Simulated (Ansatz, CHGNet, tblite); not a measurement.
**How well does each level of theory give the TA phonon frequency at L of zinc-blende ZnSe?**

Reference value: 60 cm⁻¹ (measured, temperature not stated, not corrected to a static lattice; as tabulated in Talwar et al. (2016), doi:10.1080/14686996.2016.1222495).

```json
[
 {"level (code)": "GFN1-xTB (tblite)", "value (cm⁻¹)": "54", "cell (Å³/atom)": "25.26"},
 {"level (code)": "CHGNet 0.3.0", "value (cm⁻¹)": "54", "cell (Å³/atom)": "23.67"},
 {"level (code)": "LDA (Ansatz)", "value (cm⁻¹)": "54", "cell (Å³/atom)": "21.57"},
 {"level (code)": "PBE (Ansatz)", "value (cm⁻¹)": "54", "cell (Å³/atom)": "23.55"},
 {"level (code)": "HSE06 (Ansatz)", "value (cm⁻¹)": "[?]", "cell (Å³/atom)": "23.16"}
]
```

Q: Complete the blanks.

A: 
- HSE06 (Ansatz, a program for electronic structure), value (cm⁻¹): 56

Differences against the reference: GFN1-xTB -10.0 %, CHGNet 0.3.0 -10.0 %, LDA -10.0 %, PBE -10.0 %, HSE06 -6.7 %.

Of the ranked levels HSE06 (-6.7 %) comes nearest. Once the reference is moved by up to 3.0 % (a margin picked here for doubts on the reference and the settings, and for temperature and zero-point motion) and values within 1.0 % count as equal, the farthest can be PBE (-10.0 %), LDA (-10.0 %), CHGNet 0.3.0 (-10.0 %) or GFN1-xTB (-10.0 %). All 5 levels lie below the reference.

The measured value isn't corrected to a static lattice, so vibrations enter the comparison.  GFN1-xTB: the method was fitted mainly to molecules. GFN1-xTB: the run uses a supercell at the zone centre in place of a k mesh. Each level is taken at its own relaxed cell. K meshes differ between the levels. Ansatz's density-functional and Hartree–Fock values are scalar-relativistic unless marked +SOC, with PAW data made under PBE.

Machine-learned potentials (CHGNet 0.3.0) are trained on DFT data: a solid inside that data is no test of them.

Differences are worked out from the printed values.
